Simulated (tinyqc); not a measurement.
Inside a calculation. Method: Pariser-Parr-Pople SCF with singles CI, for the molecule C=C1C=CC=C1 (SMILES; centres numbered as the heavy atoms are written). One step of it, computed by the program tinyqc.

Question. PPP integrals. Ohno: gamma = 14.399645/sqrt(R^2 + a^2), a = 2 x 14.399645/(gamma_rr + gamma_ss); H_rr = -W_r - sum_(s != r) z_s gamma_rs; H_rs = beta for bonds.

Centres (angstrom, eV; a flat drawing with bonds scaled to 1.40 angstrom):
```
centre          x          y  core charge z         W   gamma_rr
1C       2.159000   0.000000              1  9.990000  10.250000
2C       0.759000   0.000000              1  9.990000  10.250000
3C      -0.064000   1.133000              1  9.990000  10.250000
4C      -1.395000   0.700000              1  9.990000  10.250000
5C      -1.395000  -0.700000              1  9.990000  10.250000
6C      -0.064000  -1.133000              1  9.990000  10.250000
```

Resonance integrals (eV):
```
i  j       beta
1  2  -2.390000
2  3  -2.390000
3  4  -2.390000
4  5  -2.390000
5  6  -2.390000
6  2  -2.390000
```

Give: repulsion gamma_rs; core matrix H.

Answer.

repulsion gamma_rs (eV), lower triangle:
```
        1C      2C      3C      4C      5C      6C
1C  10.250
2C   7.260  10.250
3C   5.029   7.259  10.250
4C   3.706   5.403   7.261  10.250
5C   3.706   5.403   5.402   7.260  10.250
6C   5.029   7.259   5.401   5.402   7.261  10.250
```

core matrix H (eV), lower triangle:
```
         1C       2C       3C       4C       5C       6C
1C  -34.721
2C   -2.390  -42.575
3C    0.000   -2.390  -40.343
4C    0.000    0.000   -2.390  -39.023
5C    0.000    0.000    0.000   -2.390  -39.023
6C    0.000   -2.390    0.000    0.000   -2.390  -40.343
```
